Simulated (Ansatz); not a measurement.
**Two structures, one formula**

Two relaxed structures of Si₂NH₆ (charge -1), singlet (PBE0-D4/def2-TZVPD; forces vanish, vibrations not checked).

A:

```xyz
9
angstrom
Si -1.2053 0.7566 -0.6944
N 0.3558 0.4847 -0.1106
Si 0.8499 -0.9580 0.9146
H -1.7528 -0.3027 -1.6080
H -1.2760 2.0361 -1.4958
H 1.1146 1.0157 -0.5017
H -2.2238 0.8895 0.3944
H -0.0229 -2.0304 0.2169
H -0.1763 -0.7699 2.0543
```

B:

```json
{"atom": "Si1", "x (Å)": "-1.5403", "y (Å)": "0.5103", "z (Å)": "-0.9779"}
{"atom": "N2", "x (Å)": "0.2286", "y (Å)": "-0.1581", "z (Å)": "-0.5606"}
{"atom": "Si3", "x (Å)": "0.5270", "y (Å)": "-0.9434", "z (Å)": "1.1816"}
{"atom": "H4", "x (Å)": "-1.0658", "y (Å)": "1.1208", "z (Å)": "-2.3195"}
{"atom": "H5", "x (Å)": "-1.3133", "y (Å)": "1.8191", "z (Å)": "-0.2147"}
{"atom": "H6", "x (Å)": "0.9114", "y (Å)": "0.5699", "z (Å)": "-0.7353"}
{"atom": "H7", "x (Å)": "2.0553", "y (Å)": "-0.7091", "z (Å)": "1.1081"}
{"atom": "H8", "x (Å)": "0.4154", "y (Å)": "-0.8923", "z (Å)": "-1.2361"}
{"atom": "H9", "x (Å)": "0.2808", "y (Å)": "0.3755", "z (Å)": "1.9185"}
```

Program: Ansatz 0.2.0. Basis: def2-TZVPPD. Cores are frozen in the correlated methods. B3LYP uses VWN-RPA correlation.

(1) Which structure is lower at CCSD(T), and by how much? (Judge from chemistry; the value comes from the calculation.)

T1 diagnostic: at most 0.015.

## Answers

(1) The calculation gives: A, by 0.954 eV (electronic energy, against the other). By their contacts, A is Si₂NH₆ ([SiH2][NH][SiH3]), total charge -1 and B is Si₂NH₆ ([SiH2][NH2][SiH2]), total charge -1.

All methods give the same order:

| method | E(B) − E(A) (eV) |
| --- | --- |
| PBE-D4 | 0.861 |
| r2SCAN-D4 | 1.047 |
| PBE0-D4 | 0.938 |
| B3LYP-D4 | 0.980 |
| wB97M-V | 0.943 |
| HF | 1.187 |
| MP2 | 1.093 |
| CCSD | 0.973 |
| CCSD(T) | 0.954 |

Labels in which every atom is bracketed show which atoms are joined, not bond orders.

For scale, one of the runs: CCSD(T)/def2-TZVPPD, 235 basis functions, launched by `ansatz run in.yaml --threads 2 --pin off --events-out ev --progress --plain --max-ram 4352MiB`. The run took 100 s on 2 CPU threads of an Arm Neoverse V1 (shared host), with 3.9 GiB of host memory at its peak.
